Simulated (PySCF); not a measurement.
PySCF input (M06-2X/def2-TZVPD):

```python
from pyscf import gto, scf, dft

mol = gto.M(
    atom='''
    C    -0.69272317    0.11838624   -0.00471318
    N     0.69817852   -0.11549684   -0.01936428
    H    -1.22204869   -0.63877871   -0.58426364
    H    -0.91948182    1.14289724   -0.30190122
    H    -1.04052385    0.01034810    1.04968316
    H     1.08188890   -1.05423543   -0.13393290
    H     1.36925485    0.63792927    0.13424367
    ''',
    basis='def2-tzvpd',
    charge=1,
    spin=1,
    verbose=4,
)

mf = dft.UKS(mol, xc='m062x').density_fit(auxbasis='def2-universal-jkfit')
mf.grids.level = 4
mf.conv_tol = 1e-9
mf.max_cycle = 100
mf.max_memory = 1500
mf.kernel()
if not mf.converged:
    mf = mf.newton()
    mf.kernel(mf.make_rdm1())
for _ in range(2):
    mo, _, stable, _ = mf.stability(return_status=True)
    if stable:
        break
    mf.kernel(mf.make_rdm1(mo, mf.mo_occ))
mf.analyze()
```

Output:

```
PySCF version 2.14.0

[INPUT] verbose = 4
[INPUT] num. atoms = 7
[INPUT] num. electrons = 17
[INPUT] charge = 1
[INPUT] spin (= nelec alpha-beta = 2S) = 1
[INPUT] symmetry False subgroup None
[INPUT] Mole.unit = angstrom
[INPUT] Symbol           X                Y                Z      unit          X                Y                Z       unit  Magmom
[INPUT]  1 C     -0.692723170000   0.118386240000  -0.004713180000 AA   -1.309057071441   0.223717570517  -0.008906619376 Bohr   0.0
[INPUT]  2 N      0.698178520000  -0.115496840000  -0.019364280000 AA    1.319366188854  -0.218257395853  -0.036593185799 Bohr   0.0
[INPUT]  3 H     -1.222048690000  -0.638778710000  -0.584263640000 AA   -2.309337334984  -1.207116816103  -1.104098264141 Bohr   0.0
[INPUT]  4 H     -0.919481820000   1.142897240000  -0.301901220000 AA   -1.737568816317   2.159762772121  -0.570510622472 Bohr   0.0
[INPUT]  5 H     -1.040523850000   0.010348100000   1.049683160000 AA   -1.966305102578   0.019555074910   1.983613689968 Bohr   0.0
[INPUT]  6 H      1.081888900000  -1.054235430000  -0.133932900000 AA    2.044473718207  -1.992216233513  -0.253096500069 Bohr   0.0
[INPUT]  7 H      1.369254850000   0.637929270000   0.134243670000 AA    2.587516661232   1.205511607144   0.253683770256 Bohr   0.0

nuclear repulsion = 42.4485054277036
number of shells = 51
number of NR pGTOs = 159
number of NR cGTOs = 119
basis = def2-tzvpd
ecp = {}

******** <class 'pyscf.df.df_jk.DFUKS'> ********
method = DFUKS
initial guess = minao
damping factor = 0
level_shift factor = 0
DIIS = <class 'pyscf.scf.diis.CDIIS'>
diis_start_cycle = 1
diis_space = 8
diis_damp = 0
SCF conv_tol = 1e-09
SCF conv_tol_grad = None
SCF max_cycles = 100
direct_scf = False
number electrons alpha = 9  beta = 8
XC library pyscf.dft.libxc version 7.1.2
    S. Lehtola, C. Steigemann, M. J. T. Oliveira, and M. A. L. Marques,  SoftwareX 7, 1–5 (2018)
XC functionals = m062x
    Y. Zhao and D. G. Truhlar,  Theor. Chem. Acc. 120, 215 (2008)
    Y. Zhao and D. G. Truhlar,  Theor. Chem. Acc. 120, 215 (2008)
radial grids:
    Treutler-Ahlrichs [JCP 102, 346 (1995); DOI:10.1063/1.469408] (M4) radial grids

becke partition: Becke, JCP 88, 2547 (1988); DOI:10.1063/1.454033
pruning grids: <function nwchem_prune>
grids dens level: 4
symmetrized grids: False
atomic radii adjust function: <function treutler_atomic_radii_adjust>
small_rho_cutoff = 0
Set gradient conv threshold to 3.16228e-05
tot grids = 135024
******** <class 'pyscf.df.df.DF'> ********
auxbasis = def2-universal-jkfit
init E= -95.8971804449949
  alpha nocc = 9  HOMO = -0.249802181050946  LUMO = 0.00273317428262615
  beta  nocc = 8  HOMO = -0.421485962619109  LUMO = -0.249802181050953
[...]
  beta  nocc = 8  HOMO = -0.712774539424827  LUMO = -0.36943537137482
  HOMO = -0.646374517413  LUMO = -0.369435371375  gap/eV = 7.53590
Extra cycle  E= -95.5098915899767  delta_E= -6.14e-12  |g|= 2.76e-06  |ddm|= 5.32e-06
converged SCF energy = -95.5098915899767  <S^2> = 0.75563732  2S+1 = 2.0056294
uhf_internal: lowest eigs of H = [0.35050566 0.38009274 0.46067906]
<class 'pyscf.df.df_jk.DFUKS'> wavefunction is stable in the internal stability analysis
**** SCF Summaries ****
Total Energy =                         -95.509891589976661
Nuclear Repulsion Energy =              42.448505427703616
One-electron Energy =                 -206.735236448844233
Two-electron Energy =                   68.776839431163936
Two-electron Coulomb Energy =           82.615624046022091
DFT Exchange-Correlation Energy =      -13.838784614858156
HOMO-LUMO gap [eV] =                     7.535898006884820
**** MO energy ****
                             alpha | beta                alpha | beta
MO #1   energy= -15.1258849148376  | -15.1142997530448  occ= 1 | 1
MO #2   energy= -10.8242712002362  | -10.824438737661   occ= 1 | 1
MO #3   energy= -1.34714296177486  | -1.29787089244928  occ= 1 | 1
MO #4   energy= -1.05448108545527  | -1.03471567339947  occ= 1 | 1
MO #5   energy= -0.919289694616261 | -0.901921914111369 occ= 1 | 1
MO #6   energy= -0.828669438484    | -0.808589353485665 occ= 1 | 1
MO #7   energy= -0.803101758112022 | -0.734970231578387 occ= 1 | 1
MO #8   energy= -0.718031636753622 | -0.712774539424827 occ= 1 | 1
MO #9   energy= -0.64637451741266  | -0.36943537137482  occ= 1 | 0
MO #10  energy= -0.180164314099166 | -0.177782682806686 occ= 0 | 0
MO #11  energy= -0.131356867775615 | -0.13010558390705  occ= 0 | 0
MO #12  energy= -0.123526683468917 | -0.119668272404656 occ= 0 | 0
MO #13  energy= -0.089496213345936 | -0.0918432714937774 occ= 0 | 0
MO #14  energy= -0.073765601593748 | -0.0737318800469876 occ= 0 | 0
MO #15  energy= -0.0666434275127129 | -0.0669197651874786 occ= 0 | 0
MO #16  energy= -0.064995157458109 | -0.0646404047955727 occ= 0 | 0
MO #17  energy= -0.0425470938130657 | -0.041801777460968 occ= 0 | 0
MO #18  energy= -0.0197008116259679 | -0.0140579598448587 occ= 0 | 0
MO #19  energy= -0.0026628371262872 | -0.00141934695237206 occ= 0 | 0
MO #20  energy= 0.00114096228720709 | 0.00145762362690707 occ= 0 | 0
MO #21  energy= 0.00891635821834522 | 0.0153021151737263 occ= 0 | 0
MO #22  energy= 0.0444196628671257 | 0.0421089792853289 occ= 0 | 0
MO #23  energy= 0.0611248091643523 | 0.0604147894633575 occ= 0 | 0
MO #24  energy= 0.0674817098114328 | 0.0673181578120162 occ= 0 | 0
MO #25  energy= 0.0714425272447853 | 0.0680650480287746 occ= 0 | 0
MO #26  energy= 0.0863439890357126 | 0.0883881265767828 occ= 0 | 0
MO #27  energy= 0.098801895540705  | 0.105342551691775  occ= 0 | 0
MO #28  energy= 0.120329783382369  | 0.119436836291707  occ= 0 | 0
MO #29  energy= 0.121439900023596  | 0.122505367437347  occ= 0 | 0
MO #30  energy= 0.140591208010167  | 0.143411639657408  occ= 0 | 0
MO #31  energy= 0.14396399308687   | 0.146995828362266  occ= 0 | 0
MO #32  energy= 0.171665619898376  | 0.171492743801681  occ= 0 | 0
MO #33  energy= 0.186542085655085  | 0.183056922013968  occ= 0 | 0
MO #34  energy= 0.195334729732394  | 0.190428787482188  occ= 0 | 0
MO #35  energy= 0.206495809198907  | 0.206146529937648  occ= 0 | 0
MO #36  energy= 0.21723388486828   | 0.214663897147589  occ= 0 | 0
MO #37  energy= 0.217498297081081  | 0.219929387904805  occ= 0 | 0
MO #38  energy= 0.223212972188305  | 0.226887437949201  occ= 0 | 0
MO #39  energy= 0.248707847921572  | 0.247398581951222  occ= 0 | 0
MO #40  energy= 0.277492761484242  | 0.276654598915891  occ= 0 | 0
MO #41  energy= 0.281676948231847  | 0.277133574098004  occ= 0 | 0
MO #42  energy= 0.313270341048242  | 0.307686823643053  occ= 0 | 0
MO #43  energy= 0.315617440599466  | 0.315772386612156  occ= 0 | 0
MO #44  energy= 0.397973218586811  | 0.401381134179528  occ= 0 | 0
MO #45  energy= 0.410751338732078  | 0.413141081221279  occ= 0 | 0
MO #46  energy= 0.453060199054409  | 0.4440386743805    occ= 0 | 0
MO #47  energy= 0.507854452805677  | 0.507286702284288  occ= 0 | 0
MO #48  energy= 0.508099515450136  | 0.509888349854074  occ= 0 | 0
MO #49  energy= 0.52254673051029   | 0.527161286074627  occ= 0 | 0
MO #50  energy= 0.539439156256253  | 0.547770241834016  occ= 0 | 0
MO #51  energy= 0.548651940874695  | 0.550564420025344  occ= 0 | 0
MO #52  energy= 0.561689815186958  | 0.567966463054095  occ= 0 | 0
MO #53  energy= 0.669733730316442  | 0.667063367038938  occ= 0 | 0
MO #54  energy= 0.685185317785482  | 0.677428348650861  occ= 0 | 0
MO #55  energy= 0.695980532863995  | 0.680580710217306  occ= 0 | 0
MO #56  energy= 0.729197910194458  | 0.725702031811554  occ= 0 | 0
MO #57  energy= 0.77274902976648   | 0.770500767552413  occ= 0 | 0
MO #58  energy= 0.858190673997843  | 0.855207334661383  occ= 0 | 0
MO #59  energy= 0.897149680760144  | 0.895535325220877  occ= 0 | 0
MO #60  energy= 0.969122994741575  | 0.969321357287317  occ= 0 | 0
MO #61  energy= 1.1179993198175    | 1.13080351678112   occ= 0 | 0
MO #62  energy= 1.14992290639412   | 1.16109047401361   occ= 0 | 0
MO #63  energy= 1.18770833193645   | 1.19850979119992   occ= 0 | 0
MO #64  energy= 1.19407122014466   | 1.19855586724018   occ= 0 | 0
MO #65  energy= 1.41688848776436   | 1.41687439773906   occ= 0 | 0
MO #66  energy= 1.45170689030249   | 1.46623449772391   occ= 0 | 0
MO #67  energy= 1.51623116313594   | 1.51421931889142   occ= 0 | 0
MO #68  energy= 1.53294801850642   | 1.53213750655325   occ= 0 | 0
MO #69  energy= 1.5486757464604    | 1.54634612220517   occ= 0 | 0
MO #70  energy= 1.6416376690211    | 1.64510202003431   occ= 0 | 0
MO #71  energy= 1.65289004831992   | 1.65001624931041   occ= 0 | 0
MO #72  energy= 1.66999913706567   | 1.67489192005504   occ= 0 | 0
MO #73  energy= 1.77332731896742   | 1.78592292055804   occ= 0 | 0
MO #74  energy= 1.79680028599287   | 1.80160201845997   occ= 0 | 0
MO #75  energy= 1.80242060148558   | 1.8071512623372    occ= 0 | 0
MO #76  energy= 1.89336779555931   | 1.89590789849491   occ= 0 | 0
MO #77  energy= 1.97635993101422   | 2.00017164978112   occ= 0 | 0
MO #78  energy= 2.03315263851125   | 2.05976786432329   occ= 0 | 0
MO #79  energy= 2.09414441910821   | 2.09774647540616   occ= 0 | 0
MO #80  energy= 2.10361007161481   | 2.1248246003869    occ= 0 | 0
MO #81  energy= 2.18284622231143   | 2.18831329480746   occ= 0 | 0
MO #82  energy= 2.2596275467601    | 2.26016139464997   occ= 0 | 0
MO #83  energy= 2.31019373643878   | 2.31858166766945   occ= 0 | 0
MO #84  energy= 2.34962622254551   | 2.36120310431665   occ= 0 | 0
MO #85  energy= 2.41522299904473   | 2.41859243988454   occ= 0 | 0
MO #86  energy= 2.4217807444788    | 2.43463869163276   occ= 0 | 0
MO #87  energy= 2.42837647718304   | 2.44980433865684   occ= 0 | 0
MO #88  energy= 2.56934157489797   | 2.57675117763409   occ= 0 | 0
MO #89  energy= 2.57816045728266   | 2.5867696362787    occ= 0 | 0
MO #90  energy= 2.61165331039276   | 2.62548732439011   occ= 0 | 0
MO #91  energy= 2.82252200611651   | 2.82672833406556   occ= 0 | 0
MO #92  energy= 2.90469016609484   | 2.8987244250371    occ= 0 | 0
MO #93  energy= 2.91625301518341   | 2.91052566481757   occ= 0 | 0
MO #94  energy= 2.98324268238417   | 2.98551879664714   occ= 0 | 0
MO #95  energy= 3.02094368448907   | 3.02387635044854   occ= 0 | 0
MO #96  energy= 3.11863741699097   | 3.12310348091883   occ= 0 | 0
MO #97  energy= 3.1707083231357    | 3.1724474354517    occ= 0 | 0
MO #98  energy= 3.23730538790174   | 3.24600163838741   occ= 0 | 0
MO #99  energy= 3.2974065192532    | 3.30556963641738   occ= 0 | 0
MO #100 energy= 3.4086375246553    | 3.40874506728887   occ= 0 | 0
MO #101 energy= 3.49084512154718   | 3.49555297828681   occ= 0 | 0
MO #102 energy= 3.59179037169761   | 3.5947198009632    occ= 0 | 0
MO #103 energy= 3.85988794697158   | 3.89223056488615   occ= 0 | 0
MO #104 energy= 3.8824942021815    | 3.91810706056846   occ= 0 | 0
[...]
```
